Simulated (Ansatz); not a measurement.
Cartesian coordinates in Å:
```
F -1.671 0.965 -0.958
C -0.351 0.646 -0.985
F 0.346 1.722 -0.555
C -0.125 -0.544 -0.096
C 0.468 -0.408 1.227
O 1.220 -0.896 0.125
H -0.065 0.454 -2.025
H -0.804 -1.370 -0.303
H 0.227 -1.147 1.987
H 0.755 0.576 1.582
```

Charge 0, multiplicity 1.

**Question.** List the r2SCAN/def2-TZVPP orbital energies in eV (Ansatz 0.2.0). (Estimate.)

**Answer.** Computed: Occupied: -666.81, -666.78, -516.72, -277.63, -275.14, -274.91, -33.35, -31.78, -29.14, -19.68, -17.75, -16.28, -14.49, -14.18, -14.00, -12.97, -11.47, -10.71, -10.48, -10.25, -10.02, -8.94, -8.26, -7.03. Lowest empty: 0.95, 1.18, 1.68, 2.08, 2.77, 3.13, 3.67, 4.12.
